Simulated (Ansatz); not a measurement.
We consider rock-salt HfC, described by r²SCAN0 in Ansatz (plane waves, PAW).

Numerical settings: plane-wave cutoff 520 eV, 10×10×10 k mesh, Fermi–Dirac smearing 0.05 eV, scalar-relativistic PAW data made under PBE.

Computed points:

| V (Å³/atom) | E − E_lowest (meV/atom) |
|---|---|
| 11.858 | 26.54 |
| 12.282 | 2.52 |
| 12.482 | 0.00 |
| 12.794 | 6.02 |
| 13.106 | 22.97 |

### Question
Estimate the bulk modulus and its pressure derivative from these points.

### Answer
V0 = 12.479 Å³/atom, B0 = 253 GPa, B′ = 3.8 (fit to the energies at full precision).

Measured, for comparison: bulk modulus 242 GPa (room temperature, no zero-point or thermal correction, our sources range from 242 to 286; as tabulated in Synthesis of Binary Transition Metal Nitrides, Carbides and Borides from the …); equilibrium volume per atom 12.47 Å³/atom (temperature not stated, no zero-point or thermal correction; as tabulated in Zhang et al. (2018), doi:10.1088/1367-2630/aac7f0). Computed (rounded) less measured: bulk modulus not scored (sources differ), equilibrium volume per atom +0.1 %.

Spin–orbit coupling is not included.

Ansatz is a first-principles code.
